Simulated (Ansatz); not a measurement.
# SiNH6 (doublet): from Hartree-Fock to the top rungs at distance N1–H4 along a hydrogen transfer = 1.170 Å, cc-pVDZ

How much of the correlation energy of SiNH6 (doublet) does each wave-function method recover here?

Program: Ansatz 0.2.0, Gaussian basis. Level of theory: cc-pVDZ, core rule «outside noble gas», up to 6 orbitals frozen. These are calculated values, not measurements.

To be run: UHF; CCSD(T) on ROHF; CCSD(T) on UHF; BCCD(T) on ROHF; CISD; CCSDT(Q) on ROHF; CCSDT(Q) on UHF; CASSCF and MRCISD+Q, 3 electrons in 3 orbitals; CASSCF and NEVPT2, 3 electrons in 3 orbitals.

## Step 1: The system

The geometry derives from fragments relaxed apart (PBE0/def2-TZVP) and kept rigid, so it is no stationary point. A hydrogen atom is moved between rigid fragments.

8 atoms, charge 0, spin multiplicity 2.

Atoms are counted from 1 here; the program's logs count them from 0.

Bond lengths: N1–H2 1.012 Å, N1–H3 1.012 Å, N1–H4 1.170 Å, H4–Si5 1.651 Å, Si5–H6 1.486 Å, Si5–H7 1.486 Å, Si5–H8 1.486 Å. Angles: H2–N1–H3 107.1°, H2–N1–H4 107.1°, H3–N1–H4 107.1°, N1–H4–Si5 180.0°, H4–Si5–H6 107.6°, H4–Si5–H7 107.6°, H4–Si5–H8 107.6°, H6–Si5–H7 111.3°, H6–Si5–H8 111.3°, H7–Si5–H8 111.3°.

## Step 2: UHF

Input file in.yaml:

```yaml
crystal:
  periodic: [false, false, false]
  atoms:
    - {symbol: N, position_ang: [-1.863322, -0.011841, -0.018431]}
    - {symbol: H, position_ang: [-2.160602, 0.955993, -0.018431]}
    - {symbol: H, position_ang: [-2.160601, -0.414140, 0.861829]}
    - {symbol: H, position_ang: [-0.693322, -0.011841, -0.018431]}
    - {symbol: Si, position_ang: [0.957678, -0.011841, -0.018431]}
    - {symbol: H, position_ang: [1.407650, -1.428094, -0.018431]}
    - {symbol: H, position_ang: [1.407652, 0.696285, -1.244942]}
    - {symbol: H, position_ang: [1.407652, 0.696286, 1.208081]}
basis:
  gaussian: {orbitals: cc-pVDZ}
magnetization: {spin_polarized: true, initial_magnetization: 1}
hamiltonian: {xc: hf}
output: {orbitals: {seedname: orbitals}}
```

Started as:

```
$ ansatz run in.yaml --threads 1 --pin off --events-out ev --progress --plain --max-ram 4096MiB --backend cpu
```

Further steps of the session: CCSD(T) on ROHF; CCSD(T) on UHF; BCCD(T) on ROHF; CISD; CCSDT(Q) on ROHF; CCSDT(Q) on UHF; CASSCF and MRCISD+Q, 3 electrons in 3 orbitals; CASSCF and NEVPT2, 3 electrons in 3 orbitals.

**Question.** What will the summary of the whole plan be? Wanted: UCCSDT(Q) below the RHF energy; RMP2 from UCCSDT(Q); UMP2 from UCCSDT(Q); RCCSD from UCCSDT(Q); RCCSD(T) from UCCSDT(Q); UCCSD(T) from UCCSDT(Q); RCCSDT(Q) from UCCSDT(Q); NEVPT2 pair from UCCSDT(Q); MRCISD+Q pair from UCCSDT(Q).

As calculated:

| quantity | value |
| --- | --- |
| UCCSDT(Q) below the RHF energy | -9.6131 eV |
| RMP2 from UCCSDT(Q) | +31.51 kcal/mol |
| UMP2 from UCCSDT(Q) | +33.42 kcal/mol |
| RCCSD from UCCSDT(Q) | +6.06 kcal/mol |
| RCCSD(T) from UCCSDT(Q) | +0.97 kcal/mol |
| UCCSD(T) from UCCSDT(Q) | +1.00 kcal/mol |
| RCCSDT(Q) from UCCSDT(Q) | +0.01 kcal/mol |
| NEVPT2 pair from UCCSDT(Q) | +33.24 kcal/mol |
| MRCISD+Q pair from UCCSDT(Q) | +3.58 kcal/mol |
| levels within 1 kcal/mol (43 meV) | RCCSD(T), UCCSD(T), BCCD(T), RCCSDT, UCCSDT, RCCSDT(Q) |
| T1 diagnostic | 0.018 |

What this shows: RCCSD(T) misses by +0.97 kcal/mol, 0.4 % of the correlation energy. Of the multireference levels listed MRCISD+Q pair comes nearest in total energy (+3.58 kcal/mol), which doesn't show that its space is the better one. These misses are within one basis, not against nature; the frozen cores of restricted and unrestricted runs differ, which can shift their rows.
